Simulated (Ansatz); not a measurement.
Task: Predict a relaxed structure of C3H5 (the lowest doublet isomer of a short search), charge 0, doublet, at PBE0-D4/def2-TZVP (Ansatz).

Result: 
```xyz
8

C     0.3160    0.3144    0.1625
C    -0.6829   -0.0891    1.0217
C     0.4646   -0.1282   -1.1339
H    -0.7489    0.2943    2.0314
H    -0.2275   -0.8463   -1.5595
H     1.0405    1.0353    0.5352
H     1.2712    0.2252   -1.7627
H    -1.4330   -0.8055    0.7055
```
Point group C2v (tolerance 0.1 Å). This is one stationary point.

The structure comes from a short search, and lower isomers may exist.
